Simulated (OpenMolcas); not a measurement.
# CH5AlO (SMILES [CH3][AlH][OH]): the energy, rung by rung

CH5AlO: 8 atoms, total charge 0, spin state singlet. SMILES: `[CH3][AlH][OH]`. The coordinates come from a PBE0-D4/def2-TZVP relaxation. This is one conformer, not always the lowest.

| atom | x (Å) | y (Å) | z (Å) |
| --- | --- | --- | --- |
| C | -0.7779 | 0.9822 | -0.0709 |
| Al | 0.5797 | -0.3942 | -0.2399 |
| O | 0.5446 | -1.6764 | 0.8768 |
| H | -0.3251 | 1.9545 | 0.1493 |
| H | -1.4914 | 0.7554 | 0.7243 |
| H | -1.3357 | 1.1050 | -1.0048 |
| H | 1.7168 | -0.3945 | -1.3502 |
| H | 1.1812 | -2.3891 | 0.8595 |

Quantity: the energy change with the C1–H4 bond stretched from 1.095 to 1.259 Å, in eV. The values are calculated.

| level | kind | program | value (eV) | less CCSD(T)/aug-cc-pVDZ |
| --- | --- | --- | --- | --- |
| HF/aug-cc-pVDZ (restricted) | Hartree–Fock | OpenMolcas | 0.35 | +0.08 |
| SVWN5/aug-cc-pVDZ (restricted) | LDA | OpenMolcas | 0.26 | -0.01 |
| BLYP/aug-cc-pVDZ (restricted) | GGA | OpenMolcas | 0.26 | -0.01 |
| TPSS/aug-cc-pVDZ (restricted) | meta-GGA | OpenMolcas | 0.27 | 0.00 |
| PBE0/aug-cc-pVDZ (restricted) | global hybrid | OpenMolcas | 0.30 | +0.03 |
| B2PLYP/aug-cc-pVDZ (restricted) | double hybrid | OpenMolcas | 0.30 | +0.03 |
| MP2/aug-cc-pVDZ (restricted) | perturbation theory | OpenMolcas | 0.30 | +0.03 |
| CCSD(T)/aug-cc-pVDZ (Cholesky decomposition) (restricted) | coupled cluster or CI | OpenMolcas | 0.27 | 0.00 |

Differences are taken from CCSD(T)/aug-cc-pVDZ (Cholesky decomposition) (restricted) for orientation; it has basis-set and higher-order errors of its own. The first shape isn't each level's own minimum. The values span 0.26 to 0.35 eV.
